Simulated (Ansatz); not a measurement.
**One shape, several levels: CH5O+ (SMILES C[OH2+])**

Wanted: a comparison of 6 runs (HF/STO-3G, HF/3-21G, PBE0/STO-3G, B3LYP/6-31G*, CCSD(T)/6-31G*, UCCSD(T)/cc-pVDZ-F12) of CH5O+. 

The calculation is run with Ansatz 0.2.0.

## 1. The system as given

CH5O+: 7 atoms, total charge +1, spin state singlet. As SMILES, `C[OH2+]`. Geometry: relaxed at PBE0-D4/def2-TZVP.

Bond lengths: C1–O2 1.498 Å, C1–H3 1.086 Å, C1–H4 1.086 Å, C1–H5 1.087 Å, O2–H6 0.974 Å, O2–H7 0.974 Å. Angles: C1–O2–H6 114.4°, C1–O2–H7 114.4°, O2–C1–H3 104.9°, O2–C1–H4 104.9°, O2–C1–H5 108.6°, H6–O2–H7 110.3°, H3–C1–H4 111.4°, H3–C1–H5 113.1°, H4–C1–H5 113.1°.

## 2. Energy and gradient at HF/STO-3G (run 1)

Contents of input.yaml:

```yaml
crystal:
  periodic: [false, false, false]
  atoms:
    - {symbol: C, position_ang: [-0.310200, -0.443600, -0.333100]}
    - {symbol: O, position_ang: [0.309300, 0.508700, 0.643200]}
    - {symbol: H, position_ang: [-0.013400, -1.429700, 0.011600]}
    - {symbol: H, position_ang: [-1.380700, -0.292600, -0.230000]}
    - {symbol: H, position_ang: [0.059900, -0.210100, -1.328200]}
    - {symbol: H, position_ang: [0.058900, 1.440400, 0.510200]}
    - {symbol: H, position_ang: [1.276200, 0.426900, 0.726300]}
basis:
  gaussian: {orbitals: STO-3G}
total_charge: 1
hamiltonian: {xc: hf}
accuracy: high
output: {forces: true, orbitals: {seedname: orbitals}}
```

The run is started by

```bash
$ ansatz run input.yaml --threads 1 --pin off --max-ram 2610MiB --events-out events.jsonl --progress --plain --runs-dir runs
```

What it wrote:

```text
Warning: RAYON_NUM_THREADS=1 ignored (pool sized by the plan → 1); use --threads N
Functional definition: HF
  name "HF"
  exchange = exact_x
  correlation = 0
251 factors; integrals over basis functions are off by at most 2.2e-8 eV
mean field evaluation 1: about -3099.2707 eV, gradient 1.5e1 eV
mean field evaluation 2: about -3099.3700 eV, gradient 1.5e1 eV
mean field evaluation 4: about -3100.1482 eV, gradient 8.9e-1 eV
mean field evaluation 8: about -3100.1518 eV, gradient 1.0e-6 eV
mean field -3100.15177383 eV, -113.9284763299 hartree, gradient 6.4e-9 eV, S^2 0.000000; 0 other end points of the search recorded, 0 dependent functions left out
the calculation of the forces begins
reference -3100.15177383 eV, -113.9284763299 hartree; 9, 9 occupied and 6, 6 virtual orbitals, 251 factors
Total energy: -3100.15177383 eV, -113.9284763299 hartree
Atom 0 at    -0.310200    -0.443600    -0.333100 Å, force     0.266408     0.493239     0.803033 eV/Å
Atom 1 at     0.309300     0.508700     0.643200 Å, force    -0.838337    -1.103258    -0.441585 eV/Å
Atom 2 at    -0.013400    -1.429700     0.011600 Å, force     0.111931    -0.448780     0.023018 eV/Å
Atom 3 at    -1.380700    -0.292600    -0.230000 Å, force    -0.453851     0.023553    -0.077859 eV/Å
Atom 4 at     0.059900    -0.210100    -1.328200 Å, force     0.140391     0.080853    -0.415613 eV/Å
Atom 5 at     0.058900     1.440400     0.510200 Å, force    -0.282269     1.034546    -0.064315 eV/Å
Atom 6 at     1.276200     0.426900     0.726300 Å, force     1.055726    -0.080153     0.173322 eV/Å
Dipole moment:     0.306385     0.364046    -0.018473 e Å
```

Run time: 0.24 s. Hardware: 1 thread of Arm Neoverse N1, shared host.

## 3. Energy and forces at HF/3-21G (run 2)

input.yaml: that of step 2 with these lines changed.

```diff
@@ -11,5 +11,7 @@
 basis:
-  gaussian: {orbitals: STO-3G}
+  gaussian:
+    orbitals: 3-21G.json
 total_charge: 1
-hamiltonian: {xc: hf}
+hamiltonian:
+  xc: hf
 accuracy: high
```

The basis set 3-21G is read from a file made from the Basis Set Exchange's data (not shown).

The run is started by

```bash
$ ansatz run input.yaml --threads 1 --pin off --max-ram 2610MiB --events-out events.jsonl --progress --plain --runs-dir runs
```

What it wrote:

```text
Warning: RAYON_NUM_THREADS=1 ignored (pool sized by the plan → 1); use --threads N
Functional definition: HF
  name "HF"
  exchange = exact_x
  correlation = 0
582 factors; integrals over basis functions are off by at most 1.0e-8 eV
mean field evaluation 1: about -3119.4569 eV, gradient 3.6e1 eV
mean field evaluation 2: about -3119.4436 eV, gradient 3.6e1 eV
mean field evaluation 4: about -3121.6554 eV, gradient 1.9e0 eV
mean field evaluation 8: about -3121.6648 eV, gradient 6.5e-5 eV
mean field -3121.66478987 eV, -114.7190650873 hartree, gradient 2.9e-8 eV, S^2 0.000000; 0 other end points of the search recorded, 0 dependent functions left out
the calculation of the forces begins
reference -3121.66478987 eV, -114.7190650873 hartree; 9, 9 occupied and 19, 19 virtual orbitals, 582 factors
Total energy: -3121.66478987 eV, -114.7190650873 hartree
Atom 0 at    -0.310200    -0.443600    -0.333100 Å, force    -0.854527    -1.160881    -0.638496 eV/Å
Atom 1 at     0.309300     0.508700     0.643200 Å, force     0.818511     0.900338    -0.380503 eV/Å
Atom 2 at    -0.013400    -1.429700     0.011600 Å, force    -0.144180     0.348425    -0.180755 eV/Å
Atom 3 at    -1.380700    -0.292600    -0.230000 Å, force     0.398435    -0.101322    -0.085595 eV/Å
Atom 4 at     0.059900    -0.210100    -1.328200 Å, force    -0.127929    -0.074097     0.373828 eV/Å
Atom 5 at     0.058900     1.440400     0.510200 Å, force    -0.327865     0.279348     0.405551 eV/Å
Atom 6 at     1.276200     0.426900     0.726300 Å, force     0.237556    -0.191812     0.505970 eV/Å
Dipole moment:     0.287557     0.323282    -0.103444 e Å
```

Run time: 0.36 s. Hardware: 1 thread of Arm Neoverse N1, shared host.

Runs 3 to 5 aren't shown in full; the table further down has their settings and results.

## 4. The energy at UCCSD(T)/cc-pVDZ-F12 (sfX2C, density fitting with cc-pVTZ-jkfit) (run 6)

Contents of in.yaml:

```yaml
crystal:
  periodic: [false, false, false]
  atoms:
    - {symbol: C, position_ang: [-0.310200, -0.443600, -0.333100]}
    - {symbol: O, position_ang: [0.309300, 0.508700, 0.643200]}
    - {symbol: H, position_ang: [-0.013400, -1.429700, 0.011600]}
    - {symbol: H, position_ang: [-1.380700, -0.292600, -0.230000]}
    - {symbol: H, position_ang: [0.059900, -0.210100, -1.328200]}
    - {symbol: H, position_ang: [0.058900, 1.440400, 0.510200]}
    - {symbol: H, position_ang: [1.276200, 0.426900, 0.726300]}
basis:
  gaussian:
    orbitals: cc-pVDZ-F12.json
    fitting:
      mean_field: cc-pVTZ-jkfit
hamiltonian:
  pseudopotentials:
    relativity: scalar
magnetization:
  spin_polarized: true
correlation:
  method: ccsd_t
  frozen_orbitals: {C: 1, H: 0, O: 1}
  diis_vectors: 1
output:
  orbitals: {seedname: orbitals}
total_charge: 1
```

The basis set cc-pVDZ-F12 is read from a file made from the Basis Set Exchange's data (not shown).

The run is started by

```bash
$ ansatz run in.yaml --threads 1 --pin off --max-ram 2610MiB --events-out events.jsonl --progress --plain --runs-dir runs
```

What it wrote:

```text
Warning: RAYON_NUM_THREADS=1 ignored (pool sized by the plan → 1); use --threads N
Functional definition: HF
  name "HF"
  exchange = exact_x
  correlation = 0
308 factors; integrals over basis functions are off by at most 2.7e-1 eV
mean field evaluation 1: about -3137.6100 eV, gradient 3.5e1 eV
mean field evaluation 2: about -3140.6041 eV, gradient 2.0e1 eV
mean field evaluation 4: about -3141.7441 eV, gradient 6.5e-1 eV
mean field evaluation 8: about -3137.6105 eV, gradient 3.5e1 eV
mean field -3141.74642991 eV, -115.4570517469 hartree, gradient 8.7e-7 eV, S^2 0.000000; 0 other end points of the search recorded, 0 dependent functions left out
2 core orbitals not correlated: weight in the atoms' cores, before any rotation towards them, 1.000 or more for the frozen orbitals, at most 0.000 for the correlated occupied ones
reference -3141.74642991 eV, -115.4570517469 hartree; 7, 7 occupied and 96, 96 virtual orbitals, 308 factors
second order -10.47778022 eV of doubles, -0.00000000 eV of singles
cycle   1  -10.80013090 eV  change   -3.2e-1 eV  update   5.8e-2
cycle   2  -11.05984522 eV  change   -2.6e-1 eV  update   1.6e-2
cycle   3  -11.08027730 eV  change   -2.0e-2 eV  update   6.5e-3
cycle   4  -11.09836737 eV  change   -1.8e-2 eV  update   2.1e-3
cycle   5  -11.09906144 eV  change   -6.9e-4 eV  update   1.0e-3
cycle   6  -11.10112840 eV  change   -2.1e-3 eV  update   4.1e-4
cycle   7  -11.10135680 eV  change   -2.3e-4 eV  update   2.1e-4
cycle   8  -11.10163452 eV  change   -2.8e-4 eV  update   8.4e-5
cycle   9  -11.10162718 eV  change    7.3e-6 eV  update   4.7e-5
cycle  10  -11.10166910 eV  change   -4.2e-5 eV  update   2.2e-5
cycle  11  -11.10166612 eV  change    3.0e-6 eV  update   1.3e-5
perturbative correction -0.32992787 eV, -0.0121246256 hartree
Total energy: -3153.17802390 eV, -115.8771550775 hartree
Relativity: scalar
```

Wall time 26 s (1 thread of Arm Neoverse N1, shared host); peak memory 0.63 GiB.

## 5. All runs side by side

| run | level | Cartesian functions | fitting correlation | frozen core orbitals | energy (Eh) | HOMO energy (eV) | LUMO energy (eV) | HOMO–LUMO gap (eV) | wall time |
| --- | --- | --- | --- | --- | --- | --- | --- | --- | --- |
| 1 | HF/STO-3G | no | – | – | -113.928476 | -21.08 | 3.16 | 24.25 | 0.24 s |
| 2 | HF/3-21G | no | – | – | -114.719065 | -21.51 | -1.35 | 20.16 | 0.36 s |
| 3 | PBE0/STO-3G | no | – | – | -114.435059 | -16.35 | -2.91 | 13.44 | 1.9 s |
| 4 | B3LYP/6-31G* (Cartesian functions) | yes | – | – | -116.015388 | -17.01 | -6.31 | 10.70 | 4.2 s |
| 5 | CCSD(T)/6-31G* (density fitting with def2-universal-jkfit, aug-cc-pVTZ-rifit for correlation, Cartesian functions) | yes | aug-cc-pVTZ-rifit | 0 | -115.682658 | -21.57 | -2.03 | 19.53 | 4.2 s |
| 6 | UCCSD(T)/cc-pVDZ-F12 (sfX2C, density fitting with cc-pVTZ-jkfit) | no | – | 2 | -115.877155 | -21.52 | -3.69 | 17.83 | 26 s |

## 6. Results

| quantity | value |
| --- | --- |
| run 6: total energy | -115.87716 Eh |
| run 6: HOMO energy (Hartree–Fock orbitals) | -21.52 eV |
| run 6: LUMO energy (Hartree–Fock orbitals) | -3.69 eV |
| run 6: HOMO–LUMO gap (Hartree–Fock orbitals) | 17.83 eV |
| run 6: correlation energy (2 core orbitals frozen) | -420.1 mEh |
| run 6: (T) correction | -12.12 mEh |
| run 6: T1 diagnostic | 0.009 |

Among the like runs compared (one geometry, species and surroundings), the HOMO–LUMO gap runs from 10.70 eV (B3LYP/6-31G*) to 24.25 eV (HF/STO-3G). The two ends differ in method and basis. Totals of different functionals can't be ranked against each other. In runs 1, 3 the basis is minimal, so dipoles, gaps and forces are rough. All runs together took 37 s, the longest 26 s.
